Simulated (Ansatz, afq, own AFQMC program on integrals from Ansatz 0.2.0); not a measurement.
SiGeH$_{2}$, triplet in cc-pVDZ, levels against CCSDT(Q)

```tsv
atom	x (Å)	y (Å)	z (Å)
Si	0.0000	0.0000	1.4868
Ge	0.0000	0.0000	-0.6412
H	0.0000	1.1919	2.3898
H	0.0000	-1.1919	2.3898
```

Connectivity, by distances: SiH2–Ge.

Basis cc-pVDZ. Noble-gas cores (and the filled d shells of Ga–Kr and In–Xe) are frozen. Integrals, coupled cluster, full CI and functionals: Ansatz 0.2.0; the random walks run on the same integrals in our own AFQMC program. ph-AFQMC/CISD is guided by a CISD state made of CCSD amplitudes; releasing the constraint for a short imaginary time cuts its bias at the price of noise, slowly where states lie close. Error bars are statistical, one sigma. No spin–orbit coupling.

Determinant: UHF, the one that the program's search chose, which needn't be the lowest solution. The geometry is a point of a scan.

No full CI on the walks' own integrals is used here; CCSDT(Q) serves as the reference and is uncertain by about the last step of the cluster series.

Cautions: no relativity below Rb; no spin-orbit coupling; inner d shell frozen; lower spins were not checked.

```
T1 diagnostic                               : 0.0173
weight of the determinant in the CISD state : 0.878
⟨S²⟩ of the determinant                     : 2.021
size of the correlated space                : 10 electrons in 36 orbitals
```

```tsv
level	correlation energy (eV)
MP2	-3.8844
CCSD	-4.8630
CCSD(T)	-5.0099
```

Problem. Estimate where AFQMC with the constraint released lies against CCSD(T) on the same integrals.

Solution. 0.79 ± 0.29 kcal/mol below CCSD(T).

Reference: CCSDT(Q), correlation energy -5.051 eV. The released energy is read at 2.40 1/Eh (meV from the phaseless value at times in 1/Eh: -2 ± 9 at 0.24, -11 ± 9 at 0.51, -25 ± 9 at 0.99, -18 ± 10 at 1.62, -17 ± 13 at 2.40).

| level | E − E(reference) (kcal/mol) | share of correlation (%) |
| --- | --- | --- |
| CCSD(T) | 0.94 | 99.19 |
| CCSDT | 0.18 | 99.85 |
| ph-AFQMC/HF | 0.33 ± 1.15 | 99.72 |
| ph-AFQMC/CISD | 0.56 ± 0.18 | 99.52 |
| released AFQMC | 0.16 ± 0.29 | 99.87 |

A walk keeps the symmetry of its determinant, which the program's search chose and which needn't be the lowest solution, so a lower state of the same spin and another symmetry isn't excluded. Released energies are given only where the last usable release times agree within the noise; a slower fall can still hide under it.
